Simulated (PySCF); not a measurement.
LiN: energy against distance

Set-up: Li 6-31G(d,p), N 6-31G(d,p); no relativity (PySCF 2.14). Energies in eV from Li + N in their ground configurations at the same level. All curves are PBE0. state 1: ³Σ⁻ (triplet), unpaired electrons π ↑↑; state 2: ³Π (triplet), unpaired electrons σ ↑, π ↑, a second solution, started from another occupation; state 3: Ms = 0 determinant of mixed spin (⟨S²⟩ near 1.0), unpaired electrons π ↑↓, a mixture of terms (⟨Lz²⟩ = 2.0), a second solution, started from another occupation; state 4: Ms = 0 determinant of mixed spin (⟨S²⟩ near 1.0), unpaired electrons σ ↓, π ↑, a second solution, started from another occupation.

```json
{"R (Å)": "1.627", "state 1": "-1.073", "state 2": "-1.063", "state 3": "-0.5565", "state 4": "-0.4719"}
{"R (Å)": "1.703", "state 1": "-1.295", "state 2": "-1.137", "state 3": "-0.7737", "state 4": "-0.5470"}
{"R (Å)": "1.778", "state 1": "-1.418", "state 2": "-1.135", "state 3": "-0.8898", "state 4": "-0.5477"}
{"R (Å)": "1.835", "state 1": "-1.461", "state 2": "-1.098", "state 3": "-0.9273", "state 4": "-0.5126"}
{"R (Å)": "1.892", "state 1": "-1.472", "state 2": "-1.038", "state 3": "-0.9324", "state 4": "-0.4548"}
{"R (Å)": "1.949", "state 1": "-1.460", "state 2": "-0.960", "state 3": "-0.9122", "state 4": "-0.3797"}
{"R (Å)": "2.024", "state 1": "-1.415", "state 2": "-0.838", "state 3": "-0.8556", "state 4": "-0.2604"}
{"R (Å)": "2.119", "state 1": "-1.329", "state 2": "-0.665", "state 3": "-0.7509", "state 4": "-0.0905"}
{"R (Å)": "2.233", "state 1": "-1.205", "state 2": "-0.442", "state 3": "-0.5939", "state 4": "0.1301"}
{"R (Å)": "2.384", "state 1": "-1.029", "state 2": "-0.140", "state 3": "-0.3580", "state 4": "0.4331"}
```

**Question.** Put a parabola through the three lowest points of the state 1 curve and estimate Re, k and ωe (reduced mass 4.674 u; 1 eV/Å² = 0.16022 mdyn/Å; ωe = 1302.8·√(k/μ) cm⁻¹).

**Answer.** Through R = 1.835, 1.892, 1.949 Å the second-order coefficient is 3.54 eV/Å², so Re ≈ 1.891 Å, k ≈ 1.13 mdyn/Å and ωe ≈ 642 cm⁻¹. A polynomial fit of higher order to the unrounded PBE0 energies gives Re = 1.888 Å, k = 1.23 mdyn/Å, ωe = 667 cm⁻¹; anharmonicity and rounding make the difference.

The higher-order fit for each curve: state 1: Re = 1.888 Å, ωe = 667 cm⁻¹, De = 1.47 eV; state 2: Re = 1.738 Å, ωe = 804 cm⁻¹, minimum 1.14 eV below the ground-state fragments; state 3: Re = 1.873 Å, ωe = 702 cm⁻¹, minimum 0.93 eV below the ground-state fragments; state 4: Re = 1.740 Å, ωe = 796 cm⁻¹, minimum 0.56 eV below the ground-state fragments.

⟨S²⟩ of the unrestricted solution departs from its pure value on part of the curve, where spin states mix. The state is the lowest determinant that a PBE0 search found; another state may lie lower at other levels.
